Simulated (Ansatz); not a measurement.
Reaction (SMILES): C=O (CH2-O) + 2 [H][H] (H2) → C (CH4) + O (H2O)
B3LYP-D3(BJ)/def2-TZVP geometries, fixed; electronic energies without zero-point terms.
Largest species:
```xyz
5

C      0.0000     0.0000     0.0000
H      0.6205     0.6269     0.6390
H     -0.6429    -0.6249     0.6185
H      0.6369    -0.6328    -0.6166
H     -0.6146     0.6308    -0.6409
```

The energy of full hydrogenation at MP2 with Ansatz (a quantum-chemistry and plane-wave program), in kcal/mol, split into its Hartree-Fock and correlation parts. Cores are frozen. No added dispersion term, no relativity. Functions are those of the species that has most.

```tsv
basis	X	functions	Hartree-Fock	MP2
cc-pVDZ	2	38	-57.13	-53.58
cc-pVTZ	3	88	-57.82	-58.97
cc-pVQZ	4	175	-58.11	-60.35
```

Worked estimate of the basis-set limit from each neighbouring pair, with Hartree-Fock from the larger set and the correlation part extrapolated as X^-3.
Correlation parts: X = 2: 3.55, X = 3: -1.15, X = 4: -2.24.
- (2,3): (27·(-1.15) - 8·(3.55))/19 = -3.13; with Hartree-Fock -57.82 the estimate is -60.95 kcal/mol.
- (3,4): (64·(-2.24) - 27·(-1.15))/37 = -3.04; with Hartree-Fock -58.11 the estimate is -61.15 kcal/mol.
The last two estimates differ by 0.20 kcal/mol; the largest set lies 0.80 from the last. Over the last step Hartree-Fock moves by -0.29 and the correlation part by -1.09.
